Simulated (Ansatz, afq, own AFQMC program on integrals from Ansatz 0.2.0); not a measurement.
## Where AFQMC and coupled cluster stand for Ag, doublet

A free Ag atom.

Basis def2-TZVPP with its core potentials. Noble-gas cores (and the filled d shells of Ga–Kr and In–Xe) are frozen. Ansatz 0.2.0 and our own AFQMC program on the same integrals; the CISD trial comes from CCSD amplitudes, and released means the phaseless constraint is let go. Free projection: walkers drawn from exp(T), propagated without any constraint. Its projection time is finite, and what remains of the start isn't in its error. ± is one standard error of the sampling. No spin–orbit coupling. The metal's outer-core s and p shells are frozen, which shifts wave-function levels against functionals.

Determinant: UHF, the one that the program's search chose, which needn't be the lowest solution.

No full CI on the walks' own integrals is used here; CCSDT(Q) serves as the reference and is uncertain by about the last step of the cluster series.

Cautions: no spin-orbit coupling; outer-core shells of the metal frozen.

- T1 diagnostic: 0.0163
- weight of the determinant in the CISD state: 0.925
- ⟨S²⟩ of the determinant: 0.752
- size of the correlated space: 11 electrons in 52 orbitals

Reference: CCSDT(Q), correlation energy -10.046 eV. The released energy is read at 3.00 1/Eh, later times being too noisy (meV from the phaseless value at times in 1/Eh: 4 ± 3 at 0.60, -3 ± 5 at 1.20, -3 ± 6 at 2.00, -4 ± 7 at 3.00, 0 ± 12 at 4.20).

```
         level  E − E(reference) (kcal/mol)  share of correlation (%)
            HF                       231.67                      0.00
           MP2                       -10.11                    104.36
          CCSD                         7.47                     96.78
       CCSD(T)                        -0.44                    100.19
         CCSDT                         0.09                     99.96
   ph-AFQMC/HF                  0.18 ± 0.46                     99.92
 ph-AFQMC/CISD                  0.08 ± 0.09                     99.97
released AFQMC                 -0.01 ± 0.16                    100.01
    free AFQMC                 -0.08 ± 0.12                    100.04
```

Free projections are given only where their last times agree within the noise and don't stop above the reference; a slow remainder of the start can still hide under it. A walk keeps the symmetry of its determinant, which the program's search chose and which needn't be the lowest solution, so a lower state of the same spin and another symmetry isn't excluded. Released energies are given only where the last usable release times agree within the noise; a slower fall can still hide under it.
